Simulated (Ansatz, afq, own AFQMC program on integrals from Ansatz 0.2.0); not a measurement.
**BSiH2⁺, triplet in cc-pVTZ, levels against CCSDT(Q)**

```
atom   x (Å)    y (Å)    z (Å)
  Si  0.0000  -0.0053   0.5948
   B  0.0000  -0.0779  -1.2479
   H  0.0000   1.1505  -0.7602
   H  0.0000  -0.1670  -2.4296
```

Connectivity, by distances: Si–BH, 1 bridging H.

Basis cc-pVTZ. Noble-gas cores (and the filled d shells of Ga–Kr and In–Xe) are frozen. Integrals, coupled cluster, full CI and functionals: Ansatz 0.2.0; the random walks run on the same integrals in our own AFQMC program. ph-AFQMC/CISD is guided by a CISD state made of CCSD amplitudes; releasing the constraint for a short imaginary time cuts its bias at the price of noise, slowly where states lie close. ± is one standard error of the sampling.

Determinant: UHF, the one that the program's search chose, which needn't be the lowest solution. The geometry is a PBE0/def2-TZVP stationary point of this or a neighbouring charge and spin state.

No full CI on the walks' own integrals is used here; CCSDT(Q) serves as the reference and is uncertain by about the last step of the cluster series.

Cautions: another spin lies lower (by 475 meV); unrestricted determinant slightly spin contaminated (⟨S²⟩ 2.07 against 2.00); the released energies are still falling, so no released level is given (meV from the phaseless value at times in 1/Eh: -9 ± 4 at 0.24, -15 ± 5 at 0.51, -18 ± 3 at 0.99, -21 ± 4 at 1.62, -29 ± 7 at 2.40), though the last usable value meets CCSDT(Q) within the noise.

The T1 diagnostic is 0.0322, the weight of the determinant in the CISD state is 0.873 and the ⟨S²⟩ of the determinant is 2.069. The size of the correlated space is 8 electrons in 86 orbitals.

```
  level  correlation energy (eV)
    MP2                  -4.2422
   CCSD                  -5.1272
CCSD(T)                  -5.3618
```

**Question.** Estimate where phaseless AFQMC with a CISD trial lies against CCSD(T) on the same integrals.

**Answer.** 2.0 ± 0.4 kJ/mol below CCSD(T).

Reference: CCSDT(Q), correlation energy -5.418 eV.

```
        level  E − E(reference) (kJ/mol)  share of correlation (%)
      CCSD(T)                        5.4                     98.96
        CCSDT                        1.2                     99.76
ph-AFQMC/CISD                  3.5 ± 0.4                     99.34
```

A walk keeps the symmetry of its determinant, which the program's search chose and which needn't be the lowest solution, so a lower state of the same spin and another symmetry isn't excluded.
